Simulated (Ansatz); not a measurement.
System: rock-salt SnTe (cubic form, which distorts at low temperature). Method: r²SCAN0 (Ansatz, a quantum-chemistry and plane-wave program, PAW).

Settings: plane-wave cutoff 520 eV, 8×8×8 k mesh, Fermi–Dirac smearing 0.01 eV, scalar-relativistic PAW data made under PBE.

The cell is scaled about its equilibrium volume:

```csv
V (Å³/atom),P (GPa),direct gap at Γ (eV),smallest gap on the k mesh (eV)
30.440,2.70,7.560,0.585
31.236,1.29,7.419,0.688
32.042,0.03,7.280,0.787
32.843,-1.06,7.146,0.878
33.645,-2.01,7.015,0.963
```

The fundamental gap (0.79 eV at the equilibrium volume, on the SCF mesh) lies elsewhere than Γ–Γ.

Measured, for comparison: band gap 0.3 eV (4 K, zero-point motion not removed, bulk gap, ARPES or transport; rounded; as tabulated in Ando (2013), arXiv:1304.5693).

Note: symmetry holds this phase in the static calculation, where it need not be a minimum.

Spin–orbit coupling is not included; with these elements it can move the gap by several tenths of an eV or more.
